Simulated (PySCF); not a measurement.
# Si2: frontier orbitals

M06-2X at R = 2.258 Å; Si def2-TZVPPD; no relativity (PySCF 2.14). State: ³Σg⁻ (triplet), unpaired electrons π ↑↑. Only the outer orbitals are listed.

| spin | orbital | occ. | ε (eV) | main shells (%) |
| --- | --- | --- | --- | --- |
| α | σg | 1 | -16.18 | 88 s, 10 p |
| α | σu | 1 | -11.58 | 91 s, 8 p |
| α | πu | 1 | -7.24 | 94 p |
| α | πu | 1 | -7.24 | 94 p |
| α | σg | 1 | -6.98 | 85 p, 14 s |
| α | πg | 0 | -1.39 | 89 p, 11 d |
| α | πg | 0 | -1.39 | 89 p, 11 d |
| β | σg | 1 | -14.70 | 87 s, 10 p |
| β | σu | 1 | -10.69 | 93 s |
| β | σg | 1 | -6.66 | 86 p, 14 s |
| β | πu | 0 | -3.31 | 90 p, 10 d |
| β | πu | 0 | -3.31 | 90 p, 10 d |
| β | σg | 0 | -0.92 | 82 s, 13 p |

Question: Which are the highest filled and the lowest empty level, where do they sit, and how wide is the gap?

Answer: Highest filled β σg at -6.66 eV (in %: 86 p, 14 s); lowest empty β πu at -3.31 eV (in %: 90 p, 10 d); the gap at M06-2X is 3.35 eV.

```
bond order (Mayer) : 1.85
⟨S²⟩               : 2.006
```

The state is the lowest determinant that a PBE0 search found; another state may lie lower at other levels.
